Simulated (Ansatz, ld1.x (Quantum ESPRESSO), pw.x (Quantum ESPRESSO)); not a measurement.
# pw.x on fcc Tc: one setting changed

Potential: norm-conserving Troullier–Martins (Kleinman–Bylander form), ld1.x (Quantum ESPRESSO) 7.5, PBEsol; core [Kr], reference 4d5 5s1.5 5p0; waves: 5p (bound, empty): rc 3.65 bohr; 4d (bound): rc 1.60 bohr; 4f channel at -0.2 Ry: rc 4.00 bohr; 5s (bound): rc 2.85 bohr; local part: the s channel; core correction: a·sin(br)/r model core inside 1.15 bohr.

The reference run (k-mesh 15³, cutoffs 75/300 Ry, Fermi–Dirac 0.01 Ry, mixing_beta 0.4, conv_thr 1e-9, no spin) gives 3.85 GPa at 14.097 Å³/atom, where all-electron LAPW gives -0.35 GPa. This run, with its own iteration cap, changes k-mesh points per axis to 3.

```
&control
  calculation='scf', prefix='x', pseudo_dir='./', outdir='./tmp', tstress=.true., disk_io='none'
/
&system
  ibrav=0, nat=1, ntyp=1, ecutwfc=75, ecutrho=300, nbnd=11,
  occupations='smearing', smearing='fd', degauss=0.01
/
&electrons
  conv_thr=1e-09, mixing_beta=0.4, electron_maxstep=70
/
ATOMIC_SPECIES
Tc 1.0 Tc.UPF
CELL_PARAMETERS angstrom
  0.00000000 1.91733898 1.91733898
  1.91733898 0.00000000 1.91733898
  1.91733898 1.91733898 0.00000000
ATOMIC_POSITIONS crystal
Tc 0.0000 0.0000 0.0000
K_POINTS automatic
3 3 3 0 0 0
```

```bash
pw.x < Tc.scf.in > Tc.scf.out
```

Task: How does the run end?

Result: It converges in 9 iterations; the free energy moves by +829.0 meV/atom and the pressure by +18.20 GPa.

```
Message from routine setup:
     using ibrav=0 with symmetry is DISCOURAGED, use correct ibrav instead
     lattice parameter (alat)  =       5.1240  a.u.
     unit-cell volume          =      95.1313 (a.u.)^3
     number of electrons       =         7.00
     number of Kohn-Sham states=           11
     kinetic-energy cutoff     =      75.0000  Ry
     charge density cutoff     =     300.0000  Ry
     scf convergence threshold =      1.0E-09
     Exchange-correlation= PBESOL
     number of k points=     4  Fermi-Dirac smearing, width (Ry)=  0.0100
     iteration #  1     ecut=    75.00 Ry     beta= 0.40
     total energy              =     -37.47650597 Ry
     estimated scf accuracy    <       0.17786247 Ry
     iteration #  2     ecut=    75.00 Ry     beta= 0.40
     total energy              =     -37.48569050 Ry
     estimated scf accuracy    <       0.01237991 Ry
     iteration #  3     ecut=    75.00 Ry     beta= 0.40
     total energy              =     -37.48895100 Ry
     estimated scf accuracy    <       0.00073551 Ry
     [... 3 iterations left out ...]
     iteration #  7     ecut=    75.00 Ry     beta= 0.40
     total energy              =     -37.48895897 Ry
     estimated scf accuracy    <       0.00000026 Ry
     iteration #  8     ecut=    75.00 Ry     beta= 0.40
     total energy              =     -37.48895895 Ry
     estimated scf accuracy    <       0.00000006 Ry
     iteration #  9     ecut=    75.00 Ry     beta= 0.40
     the Fermi energy is    16.2926 ev
!    total energy              =     -37.48895897 Ry
     estimated scf accuracy    <          1.0E-10 Ry
     smearing contrib. (-TS)   =      -0.00886544 Ry
     The total energy is F=E-TS. E is the sum of the following terms:
     one-electron contribution =      13.89274410 Ry
     hartree contribution      =       0.88974271 Ry
     xc contribution           =     -21.26023204 Ry
     ewald contribution        =     -31.00234829 Ry
     convergence has been achieved in   9 iterations
          total   stress  (Ry/bohr**3)                   (kbar)     P=      220.46
     Message from routine punch:
     Nothing written, as per user request (disk_io='none')
```

The run took about 1 s on one core of a shared host (Neoverse-V1, 32 threads, 247 GiB, load 21).
